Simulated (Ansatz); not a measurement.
# Relative stability

Two isomers of C3H4F (charge +1), closed shell, relaxed at PBE0-D4/def2-TZVP (vibrations not checked).

A:

C1  (-0.813, 0.769, 0.456)
C2  (-0.305, -0.328, -0.201)
C3  (1.056, -0.507, -0.295)
F4  (-1.116, -1.201, -0.738)
H5  (-1.886, 0.925, 0.539)
H6  (-0.141, 1.494, 0.902)
H7  (1.474, -1.368, -0.812)
H8  (1.731, 0.217, 0.149)
(Å)

B:

C1  (-0.744, 0.935, -0.175)
C2  (0.353, 0.288, 0.301)
C3  (0.471, -1.055, -0.026)
F4  (1.457, -1.738, 0.370)
H5  (-1.488, 0.423, -0.780)
H6  (-0.913, 1.987, 0.034)
H7  (1.115, 0.768, 0.906)
H8  (-0.251, -1.607, -0.630)
(Å)

Computed with Ansatz 0.2.0 (basis: def2-TZVPP); correlated methods freeze the cores. B3LYP uses VWN-RPA correlation.

Q: Which structure is lower at CCSD(T), and by how much? (To be estimated.)

A: The calculation gives: B, by 56.8 kJ/mol (electronic energy, against the other). By their contacts, A is C₃H₄F ([CH2][C]([CH2])[F]), total charge +1 and B is C₃H₄F ([CH2][CH][CH][F]), total charge +1.

All methods give the same order:

```tsv
method	E(B) − E(A) (kJ/mol)
PBE-D4	-60.8
r2SCAN-D4	-61.7
PBE0-D4	-61.6
B3LYP-D4	-57.8
wB97M-V	-61.5
HF	-58.9
MP2	-64.3
CCSD	-58.8
CCSD(T)	-56.8
```

The T1 diagnostic stays at or below 0.018. The restricted Hartree–Fock reference is unstable towards an unrestricted one at one or more of these structures.

Labels in which every atom is bracketed show which atoms are joined, not bond orders.
